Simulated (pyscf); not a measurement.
Thermochemistry of product channels of HO–Si(F)(F)–F (SMILES O[Si](F)(F)F) + HF (SMILES F) on the singlet surface, in kJ/mol, from CCSD(T)/def2-TZVPP + ΔMP2(QZVPP) energies (ideal gas, 1 atm, RRHO with modes under 100 cm⁻¹ raised to 100, one conformer, R ln 2 for chiral ones without a mode under 150 cm⁻¹). Single points on ωB97X-D3(BJ)/def2-SVP structures (PySCF, gas phase). MP2 and CC: frozen core, UHF for open shells. ΔMP2 is the change of the MP2 total energy from the triple- to the quadruple-zeta basis.

```json
[
 {"products": "HO–SiH(F)–F (SMILES O[SiH](F)F) + F–F (SMILES FF)", "ΔE": "+693.0", "ΔH(298 K)": "+687.8", "ΔG(900 K)": "+685.0", "ΔG(1200 K)": "+684.9"},
 {"products": "F–Si(F)(F)–F (SMILES F[Si](F)(F)F) + H₂O (SMILES O)", "ΔE": "-31.9", "ΔH(298 K)": "-29.6", "ΔG(900 K)": "-9.5", "ΔG(1200 K)": "-1.0"}
]
```

These are energies of the channels, which say nothing of barriers. The CCSD(T) − MP2 part came from Ansatz, without density fitting, on the same reference.
